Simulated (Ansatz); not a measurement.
What does this script print? It uses Ansatz's Python interface.

The script, `methods_nap.py`:
```python
"""One geometry of NaP, method by method."""

from dataclasses import dataclass

import ansatz as az


@dataclass
class Settings:
    basis_set: str = "def2-SVP"


cfg = Settings()

GEOMETRY = """
Na    0.00000    0.00000    0.00000
P     0.00000    0.00000    2.64000
"""

nap = az.Crystal.molecule()
for line in GEOMETRY.strip().splitlines():
    symbol, *xyz = line.split()
    nap = nap.atom(symbol, [float(v) for v in xyz])

job = (
    nap.calculation()
    .basis(gaussian=cfg.basis_set)
    .spin("collinear", total=2)
)

methods = ["mp2", "ccsd", "ccsd_t", "ccsdt"]
batch = az.Session.batch([job.correlation(m).input() for m in methods])
reports = sorted(batch.plan().execute().molecular_reports, key=lambda each: each["member"])
print(f"Hartree-Fock reference {reports[0]['reference_energy_ev'] / 27.211386246:.6f} Ha")
best = reports[-1]["free_energy_ev"] - reports[-1]["reference_energy_ev"]
for method, each in zip(methods, reports):
    gained = each["free_energy_ev"] - each["reference_energy_ev"]
    print(f"{method:8s} total {each['free_energy_ev'] / 27.211386246:.6f} Ha  correlation {gained:9.4f} eV  ({100 * gained / best:.1f} % of the last)")
```

```console
$ python methods_nap.py
Hartree-Fock reference -502.395747 Ha
mp2      total -502.476027 Ha  correlation   -2.1845 eV  (78.0 % of the last)
ccsd     total -502.495022 Ha  correlation   -2.7014 eV  (96.5 % of the last)
ccsd_t   total -502.497726 Ha  correlation   -2.7750 eV  (99.1 % of the last)
ccsdt    total -502.498671 Ha  correlation   -2.8007 eV  (100.0 % of the last)
```

Reading the output:
- These settings explore the input space; basis and method may be short of convergence.
- The geometry is a force-field or estimated start, not a minimum of this method, and the basis set is short of its limit. A lower total doesn't mark the better method: functionals have no common bound, and MP2 and coupled cluster aren't variational.
- The species is open-shell (spin multiplicity 3).
- Inner cores stay frozen; the shell under the valence of alkali and alkaline-earth atoms is correlated with it.
- The spin state was assumed, and another may lie lower.

(Lines on the test bed's own set-up are left out of the output.)
